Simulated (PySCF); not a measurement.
# `C=CP=C(C)C`, C₅H₉P

Cartesian coordinates in Å; atom numbers follow the order of the lines, from 1:
```xyz
15

C     3.2570    0.0805    0.1091
C     1.9412    0.3376    0.0940
P     0.7692   -0.9343   -0.4403
C    -0.7647   -0.2426   -0.3063
C    -1.9264   -1.1103   -0.6957
C    -1.1493    1.1289    0.1453
H     3.6524   -0.8953   -0.1951
H     3.9873    0.8327    0.4239
H     1.5960    1.3289    0.4110
H    -2.5133   -0.6366   -1.5028
H    -1.6094   -2.1062   -1.0386
H    -2.6152   -1.2426    0.1578
H    -1.8341    1.0662    1.0096
H    -1.7090    1.6457   -0.6546
H    -0.3017    1.7639    0.4290
```

Method used: GIAO KT3/3-21G magnetisability, rotational g tensor and spin-rotation constants, non-relativistic, gas phase (PySCF 2.14.0). Geometry: PBE0-D3(BJ)/def2-SVP.

Task: Give the nuclear spin-rotation constants along the inertial axes (H = +C I·J) beside the isotropic shieldings.

Result: Rotational constants 6.3476, 1.6583, 1.3367 GHz. A star marks the isotopologue with that one atom substituted, in its own axes.
| atom | isotope | Caa (kHz) | Cbb (kHz) | Ccc (kHz) | mean (kHz) | σ (ppm) |
| --- | --- | --- | --- | --- | --- | --- |
| P3 | 31P | 13.392 | 3.118 | 1.494 | 6.001 | 267.3 |
| H7 | 1H | -0.496 | 0.114 | -0.162 | -0.181 | 26.8 |
| H8 | 1H | 0.019 | -0.025 | -0.156 | -0.054 | 26.7 |
| H9 | 1H | -0.516 | 0.150 | -0.165 | -0.177 | 25.9 |
| H10 | 1H | -0.383 | -0.179 | -0.036 | -0.199 | 30.4 |
| H11 | 1H | -0.635 | 0.051 | -0.162 | -0.249 | 30.3 |
| H12 | 1H | -0.401 | -0.180 | -0.030 | -0.204 | 30.4 |
| H13 | 1H | -0.454 | -0.164 | -0.042 | -0.220 | 30.7 |
| H14 | 1H | -0.455 | -0.164 | -0.042 | -0.220 | 30.7 |
| H15 | 1H | -0.051 | -0.095 | -0.155 | -0.100 | 29.7 |
| C1 | 13C* | 1.774 | 0.601 | 0.142 | 0.839 | 94.8 |
| C2 | 13C* | 1.890 | 0.656 | 0.134 | 0.893 | 86.6 |
| C4 | 13C* | 2.621 | 0.806 | 0.128 | 1.185 | 43.0 |
| C5 | 13C* | 0.789 | 0.217 | 0.181 | 0.396 | 174.2 |
| C6 | 13C* | 0.921 | 0.182 | 0.146 | 0.416 | 179.8 |

For the geometry as given, no vibrational averaging.
